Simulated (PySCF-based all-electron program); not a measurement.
## Distorting AlH6N, singlet

Calculated with an in-house all-electron program built on PySCF, in large uncontracted Gaussian sets near the basis limit; Koelling–Harmon scalar relativity, no spin–orbit coupling, spin-restricted. Forces are good to about 0.010 eV/Å. Atoms are numbered as listed.

Shape A:

```xyz
8

Al    0.0000    0.0000    0.0000
N     0.0000    0.0000    2.0890
H     1.5912    0.0000   -0.2520
H    -0.7956    1.3780   -0.2520
H    -0.7956   -1.3780   -0.2520
H     0.4773    0.8268    2.4593
H    -0.9547    0.0000    2.4593
H     0.4773   -0.8268    2.4593
```

PBE forces:

```tsv
atom	Fx	Fy	Fz (eV/Å)
Al1	0.000	0.000	0.054
N2	0.000	0.000	-0.032
H3	-0.030	0.000	0.002
H4	0.015	-0.026	0.002
H5	0.015	0.026	0.002
H6	-0.044	-0.077	-0.010
H7	0.089	0.000	-0.010
H8	-0.044	0.077	-0.010
```

What forces does r2SCAN give in shape A?

The forces move by 0.235 eV/Å (r.m.s. over the atoms) from PBE.

```tsv
atom	Fx	Fy	Fz (eV/Å)
Al1	0.000	0.000	0.200
N2	0.000	0.000	0.126
H3	-0.159	0.000	0.016
H4	0.079	-0.138	0.016
H5	0.079	0.138	0.016
H6	-0.204	-0.353	-0.125
H7	0.407	0.000	-0.125
H8	-0.204	0.353	-0.125
```

Shape B:

```xyz
8

Al    0.0000    0.0000    0.0000
N     0.0000    0.0000    1.8801
H     1.5912    0.0000   -0.2520
H    -0.7956    1.3780   -0.2520
H    -0.7956   -1.3780   -0.2520
H     0.4773    0.8268    2.2504
H    -0.9547    0.0000    2.2504
H     0.4773   -0.8268    2.2504
```

Against shape A, Al1–N2 goes from 2.089 to 1.880 Å.

What forces does PBE give in shape B?



| atom | Fx | Fy | Fz (eV/Å) |
| --- | --- | --- | --- |
| Al1 | 0.000 | 0.000 | -1.884 |
| N2 | 0.000 | 0.000 | 1.898 |
| H3 | 0.021 | 0.000 | -0.093 |
| H4 | -0.011 | 0.018 | -0.093 |
| H5 | -0.011 | -0.018 | -0.093 |
| H6 | -0.028 | -0.048 | 0.089 |
| H7 | 0.055 | 0.000 | 0.089 |
| H8 | -0.028 | 0.048 | 0.089 |

What forces does r2SCAN give in shape B?

The forces move by 0.236 eV/Å (r.m.s. over the atoms) from PBE.

```tsv
atom	Fx	Fy	Fz (eV/Å)
Al1	0.000	0.000	-1.714
N2	0.000	0.000	2.057
H3	-0.104	0.000	-0.084
H4	0.052	-0.090	-0.084
H5	0.052	0.090	-0.084
H6	-0.186	-0.323	-0.030
H7	0.373	0.000	-0.030
H8	-0.186	0.323	-0.030
```
